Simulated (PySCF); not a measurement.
## Worked example for N-ethylmethylamine: proton affinity at atom N3

Structure: `CCNC` (C3H9N). Coordinates in Å; atoms count from 1 in this order:
```
C     1.4455    0.0485    0.5278
C     0.4212   -0.8694   -0.1360
N    -0.6378   -0.2269   -0.8817
C    -1.5498    0.5795   -0.1109
H     1.9571    0.6758   -0.2209
H     0.9798    0.7209    1.2648
H     2.2163   -0.5350    1.0551
H     0.9441   -1.5622   -0.8175
H    -0.0495   -1.5084    0.6326
H    -0.2504    0.3096   -1.6542
H    -2.0547   -0.0504    0.6408
H    -2.3345    0.9853   -0.7677
H    -1.0983    1.4362    0.4345
```

These are calculated values, ωB97X-D3(BJ)/def2-TZVP in PySCF (grid level 2) at geometries from PBE0-D3(BJ)/def2-SVP. Thermal corrections: PBE0-D3(BJ)/def2-SVP frequencies, unscaled, ideal gas at 298.15 K and 1 bar, quasi-RRHO entropy.

Step: `CC[NH2+]C` → `CCNC` + H⁺.

```csv
species,charge,multiplicity,E / Eh
CC[NH2+]C,1,1,-175.010125
CCNC,0,1,-174.634246
```

Thermal terms, products less reactant: Δ(H − E) = -34.91 kJ/mol, Δ(G − E) = -67.01 kJ/mol (the bare proton has no electronic energy, H = 5/2 RT). 1 Eh = 2625.50 kJ/mol.

Task: What are ΔE, ΔH and ΔG of this step?

Result: ΔE = 0.375879 Eh = 986.87 kJ/mol; ΔH = 952.0 kJ/mol; ΔG = 919.9 kJ/mol, all in the gas phase at 298.15 K and 1 bar. The digits show the arithmetic; the method itself can be off by 10 kJ/mol or more.
